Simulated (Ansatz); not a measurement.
**fcc Al**

Level of theory: HSE06 (Ansatz, a quantum-chemistry and plane-wave program, plane waves, PAW).

Settings: plane-wave cutoff 500 eV, 6×10×1 k mesh (along the axes of the cell as run), Fermi–Dirac smearing 0.1 eV, scalar-relativistic PAW data made under PBE.

Cell: relaxed with r²SCAN.

| Item | Value |
|---|---|
| surface energy of the (110) face | 1.05 J/m² |
| work function of the (110) face | 4.16 eV |

Note: exact exchange on metals is sensitive to the k mesh and can open a false gap.

The slab of 8 atoms is relaxed and unreconstructed.

Computing time: around 6 core-minutes (rough).
